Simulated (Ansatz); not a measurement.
Litharge PbO

All values below come from G0W0@PBEsol (hard PAW, contour deformation, complete-basis limit; Ansatz, an electronic-structure program).

Run with largest k mesh 6×6×6 (not extrapolated in the mesh).

Cell (measured lattice):

Space group P4/nmm, origin choice 1 (No. 129); a = b = 3.9750 Å, c = 5.0230 Å, α = β = γ = 90.00°

```json
[
 {"atom": "Pb", "site": "2c", "symmetry": "4mm", "x": "0.0000", "y": "0.5000", "z": "0.2368"},
 {"atom": "O", "site": "2a", "symmetry": "-4m2", "x": "0.0000", "y": "0.0000", "z": "0.0000"}
]
```

```
Property    Value
--------  -------
band gap  2.04 eV
```

Note: filled d or f shells below the valence bands can shift G0W0 gaps through exchange with them, which wasn't tested here; cell and atoms aren't relaxed at this level; the gap holds a correction of +0.44 eV to the complete basis.

Spin–orbit coupling is not included; with these elements it can move the gap by several tenths of an eV or more.

The computed numbers hold no vibrational or temperature effects.

It cost about 7 core-hours (a rough figure) of CPU time.
